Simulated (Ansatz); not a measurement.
# Which is lower?

Two relaxed structures of Si2NH5, singlet (PBE0-D4/def2-TZVP; forces vanish, vibrations not checked).

A:

N1  (-1.132, 0.818, -0.489)
Si2  (0.577, 1.038, 0.630)
Si3  (0.835, -1.136, 0.544)
H4  (-1.317, -0.155, -0.725)
H5  (-1.050, 1.347, -1.351)
H6  (-1.929, 1.180, 0.024)
H7  (1.913, -1.967, 1.140)
H8  (-0.152, -2.002, -0.189)
(Å)

B:

| atom | x (Å) | y (Å) | z (Å) |
| --- | --- | --- | --- |
| N1 | -1.0828 | 0.9771 | -0.7511 |
| Si2 | 0.1958 | 0.4817 | 0.2387 |
| Si3 | 1.2250 | -1.4897 | 0.2312 |
| H4 | -1.7336 | 0.3319 | -1.1668 |
| H5 | -1.2569 | 1.9342 | -1.0072 |
| H6 | 0.8781 | 1.7446 | 0.6368 |
| H7 | 1.6867 | -1.5117 | 1.6603 |
| H8 | 0.0877 | -2.4681 | 0.1581 |

Computed with Ansatz 0.2.0 (basis: def2-TZVPP); correlated methods freeze the cores. B3LYP uses VWN-RPA correlation.

Problem. Which structure is lower at CCSD(T), and by how much? (An estimate is asked for; the value comes from the calculation.)

Solution. The calculation gives: B, by 0.881 eV (electronic energy, against the other). By their contacts, A is Si₂NH₅ ([NH3][Si][SiH2]) and B is Si₂NH₅ ([NH2][SiH][SiH2]).

All methods give the same order:

```tsv
method	E(B) − E(A) (eV)
PBE-D4	-0.909
r2SCAN-D4	-1.041
PBE0-D4	-0.926
B3LYP-D4	-1.004
wB97M-V	-0.926
HF	-1.054
MP2	-0.948
CCSD	-0.912
CCSD(T)	-0.881
```

The T1 diagnostic stays at or below 0.019. The restricted Hartree–Fock reference is unstable towards an unrestricted one at one or more of these structures.

Labels in which every atom is bracketed show which atoms are joined, not bond orders.

For scale, one of the runs: CCSD(T)/def2-TZVPP, 185 basis functions, launched by `ansatz run in.yaml --threads 2 --pin off --events-out ev --progress --plain --max-ram 4352MiB`. Hardware: 2 CPU threads of an Arm Neoverse V2, shared host. Wall time 32 s; peak host memory 1.7 GiB.
